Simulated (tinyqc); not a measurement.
G0W0 on RHF in the sto-3g basis, for LiH, spin multiplicity 1, step by step. One step of it, computed by the program tinyqc.

Question. G0W0 on Hartree-Fock: HOMO. W(p,q,m) = sqrt2 sum_ia (pq|ia) (X+Y)_ia,m; Sigma_c(x) = sum_(i,m) W^2/(x - e_i + w_m) + sum_(a,m) W^2/(x - e_a - w_m); solve x = e_p + Sigma_c(x) by Newton steps; Z = 1/(1 - dSigma/dx); 1 hartree = 27.211386 eV.

orbital energies (hartree): MO1 -2.346792, MO2 -0.293801, MO3 0.079012, MO4 0.163740, MO5 0.163740, MO6 0.575044

Two-electron integrals over orbitals (pq|rs), unique and non-zero (hartree):
```
(11|11) 1.658151    (21|11) -0.117028   (21|21) 0.014745    (22|11) 0.379869
(22|21) 0.007289    (22|22) 0.494494    (31|11) -0.137604   (31|21) 0.011555
(31|22) -0.017129   (31|31) 0.021508    (32|11) 0.011372    (32|21) -0.003670
(32|22) -0.046887   (32|31) 0.000236    (32|32) 0.012113    (33|11) 0.395970
(33|21) -0.011694   (33|22) 0.226720    (33|31) 0.002006    (33|32) 0.006123
(33|33) 0.338840    (41|41) 0.009819    (42|41) 0.007579    (42|42) 0.024004
(43|41) 0.010243    (43|42) 0.019209    (43|43) 0.041317    (44|11) 0.396308
(44|21) -0.004600   (44|22) 0.275292    (44|31) -0.004939   (44|32) 0.004700
(44|33) 0.282223    (44|44) 0.312946    (51|51) 0.009819    (52|51) 0.007579
(52|52) 0.024004    (53|51) 0.010243    (53|52) 0.019209    (53|53) 0.041317
(54|54) 0.016869    (55|11) 0.396308    (55|21) -0.004600   (55|22) 0.275292
(55|31) -0.004939   (55|32) 0.004700    (55|33) 0.282223    (55|44) 0.279207
(55|55) 0.312946    (61|11) 0.043081    (61|21) -0.008106   (61|22) -0.005972
(61|31) -0.001229   (61|32) 0.001223    (61|33) 0.009568    (61|44) 0.000174
(61|55) 0.000174    (61|61) 0.007197    (62|11) -0.028197   (62|21) 0.005791
(62|22) 0.132407    (62|31) -0.000781   (62|32) -0.033463   (62|33) -0.009373
(62|44) -0.010750   (62|55) -0.010750   (62|61) 0.000434    (62|62) 0.122928
(63|11) 0.017401    (63|21) -0.004286   (63|22) -0.050925   (63|31) 0.004508
(63|32) 0.008417    (63|33) 0.036051    (63|44) 0.001384    (63|55) 0.001384
(63|61) 0.004177    (63|62) -0.031035   (63|63) 0.026301    (64|41) -0.005988
(64|42) -0.019515   (64|43) -0.013868   (64|64) 0.019463    (65|51) -0.005988
(65|52) -0.019515   (65|53) -0.013868   (65|65) 0.019463    (66|11) 0.361670
(66|21) 0.004359    (66|22) 0.457449    (66|31) -0.011369   (66|32) -0.042125
(66|33) 0.242038    (66|44) 0.269324    (66|55) 0.269324    (66|61) -0.002089
(66|62) 0.140647    (66|63) -0.043541   (66|66) 0.456415
```

excitation energies w (hartree): 0.389127  0.503095  0.503095  1.089835  2.468432  2.530128  2.530128  2.936208

X + Y:
```
             1          2          3          4          5          6         7          8
1>3  -0.000238   0.000000   0.000000   0.001394   0.991314   0.000000  0.000000  -0.004708
1>4   0.000000  -0.009943   0.006365   0.000000   0.000000  -0.497403  0.863028   0.000000
1>5   0.000000  -0.006365  -0.009943   0.000000   0.000000   0.863028  0.497403   0.000000
1>6  -0.001714   0.000000   0.000000  -0.000522   0.005635   0.000000  0.000000   0.997536
2>3   0.976151   0.000000   0.000000  -0.043112   0.000065   0.000000  0.000000   0.000214
2>4   0.000000   0.803175  -0.514138   0.000000   0.000000  -0.001122  0.001947   0.000000
2>5   0.000000   0.514138   0.803175   0.000000   0.000000   0.001947  0.001122   0.000000
2>6   0.110144   0.000000   0.000000   0.890446  -0.000548   0.000000  0.000000   0.000201
```

Give: The 12 largest terms at x = e_p; Newton steps; quasiparticle energy of the HOMO; Hartree-Fock value.

Answer.

The 12 largest terms at x = e_p (hartree; W for the signs of X + Y given):
```
q  m       W       term
2  4   0.170      0.026
6  4   0.157     -0.013
2  1  -0.044   4.99e-03
3  4  -0.043  -1.26e-03
4  2   0.027  -7.68e-04
5  3   0.027  -7.68e-04
6  1  -0.027  -5.82e-04
5  2   0.017  -3.15e-04
4  3  -0.017  -3.15e-04
2  5  -0.024   2.37e-04
3  1   0.012  -1.74e-04
1  5   0.016   5.75e-05
```

Newton steps (hartree):
```
step       x  Sigma_c(x)      Z
0     -0.294       0.015  0.955
1     -0.280       0.014  0.956
2     -0.280       0.014  0.956
```

quasiparticle energy of the HOMO = -7.607 eV

Hartree-Fock value = -7.995 eV
